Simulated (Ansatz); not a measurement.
# Which is lower?

Two relaxed structures of CH5AlN, doublet (PBE0-D4/def2-TZVP; forces vanish, vibrations not checked).

A:

```xyz
8
angstrom
C -0.7353 0.7968 -0.1413
Al 0.8880 -0.1801 0.1863
N 0.8087 -1.6794 1.1233
H -0.7787 1.7270 -0.7058
H -1.7204 0.4935 0.2106
H 1.6046 -2.2557 1.3437
H 2.3046 0.2903 -0.3428
H -0.0286 -2.0813 1.5124
```

B:

```xyz
8
angstrom
C -0.5895 0.5581 -0.3519
Al 1.0036 -1.5048 0.9186
N 0.6917 -0.0451 -0.0428
H -0.6704 1.5815 0.0333
H -1.3924 -0.0252 0.1054
H -0.7840 0.5905 -1.4306
H 1.4590 0.4692 -0.4495
H -0.3054 -2.2256 1.5052
```

Ansatz 0.2.0; basis: def2-TZVPP; cores frozen in the correlated methods; orbitals are unrestricted. B3LYP uses VWN-RPA correlation.

(1) Which structure is lower at CCSD(T), and by how much? (To be estimated.)

No T1 diagnostic of these runs exceeds 0.015. ⟨S²⟩ of the unrestricted Hartree–Fock references: 0.76 (a pure state has 0.75).

Answers

(1) The calculation gives: A, by 4.53 kcal/mol (electronic energy, against the other). By their contacts, A is CH₅AlN ([CH2][AlH][NH2]) and B is CH₅AlN ([CH3][NH][AlH]).

All methods give the same order:

| method | E(B) − E(A) (kcal/mol) |
| --- | --- |
| PBE-D4 | 0.09 |
| r2SCAN-D4 | 5.27 |
| PBE0-D4 | 1.85 |
| B3LYP-D4 | 4.22 |
| wB97M-V | 6.42 |
| HF | 10.15 |
| MP2 | 2.42 |
| CCSD | 5.72 |
| CCSD(T) | 4.53 |

Labels in which every atom is bracketed show which atoms are joined, not bond orders.

For scale, one of the runs: CCSD(T)/def2-TZVPP, 174 basis functions, launched by `ansatz run in.yaml --threads 2 --pin off --events-out ev --progress --plain --max-ram 4352MiB`. Time: 3.7 min of wall clock on 2 CPU threads of an AMD EPYC 7571; the host was shared. Peak host memory: 3.7 GiB.
